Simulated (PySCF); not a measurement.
(SiH3)2PH, H₇PSi₂.
SMILES with atom numbers: `[SiH3:1][PH:2][SiH3:3]` (hydrogens: H4, H5, H6 on Si1; H7 on P2; H8, H9, H10 on Si3)

Level of theory: PySCF, PBE0-D3(BJ)/def2-SVP geometry optimisation, gas phase.

(1) List the bond lengths and angles at this level.

Results:

(1) 
```tsv
bond	length (pm)
Si1–P2, P2–Si3	226.3
Si1–H4 and 5 like bonds	149.4
P2–H7	142.9
```

Bonds in one row agree within 1 pm and their mean is given. A selection of angles:
```tsv
angle	degrees
P2–Si1–H4	107.4
P2–Si1–H6	113.5
H4–Si1–H5	109.4
Si1–P2–Si3	97.1
Si1–P2–H7	94.8
```

Si1 (SiH3 silicon) is distorted tetrahedral (angles from 107.4° to 113.5°). P2 (three-coordinate phosphorus) is pyramidal (angles 97.1°, 94.8° and 94.8°, sum 286.7°, 0.97 Å off the plane of its three neighbours).

Point group: Cs (every atom within 0.08 Å of its image). No PBE0-D3(BJ)/def2-SVP frequencies stand behind this structure, so it isn't proved a minimum.
